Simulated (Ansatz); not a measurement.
Born–Oppenheimer molecular dynamics of CH2O3 (6 atoms, charge 0, multiplicity 1). It starts at the highest image of a converged band, a first-order saddle point between two minima.

Method: Ansatz 0.2.0, RKS PBE0-D4/cc-pVDZ.

```
ensemble                      : NVE (velocity Verlet)
time step                     : 0.5 fs
steps asked                   : 200
starting velocities drawn for : 300 K
seed                          : 4356
```

First frame:

```xyz
6
Properties=species:S:1:pos:R:3
O -0.800 -0.593 0.581
C 0.020 0.112 -0.096
O 1.300 -0.139 -0.218
O -0.552 1.097 -0.645
H 1.490 -0.940 0.293
H -1.415 0.399 0.039
```

**Question.** How far do the bonds stretch over the last three quarters of this one trajectory? (Pairs bonded in most of those frames.)

**Answer.** 
```json
{"bond": "O1–C2", "mean (Å)": "1.221", "spread (Å)": "0.054", "shortest": "1.11", "longest": "1.32"}
{"bond": "C2–O3", "mean (Å)": "1.338", "spread (Å)": "0.067", "shortest": "1.24", "longest": "1.49"}
{"bond": "C2–O4", "mean (Å)": "1.368", "spread (Å)": "0.062", "shortest": "1.29", "longest": "1.50"}
{"bond": "O3–H5", "mean (Å)": "0.972", "spread (Å)": "0.008", "shortest": "0.95", "longest": "0.99"}
{"bond": "O4–H6", "mean (Å)": "0.989", "spread (Å)": "0.069", "shortest": "0.87", "longest": "1.10"}
```

Mean temperature of the second half: 1521 K. The conserved energy stayed within 1.3 meV per atom of its start (net change -1 meV per atom), so the integration is sound. The system heated up, since it started high on the potential surface and ran downhill. A run of 0.1 ps of so small a system gives no equilibrium averages. The orbitals stay closed-shell, which can raise the energy where a bond breaks towards radicals; this wasn't checked here.

The run took 5.2 min on 1 thread of Arm Neoverse V1 (shared host), peak memory 0.11 GiB.
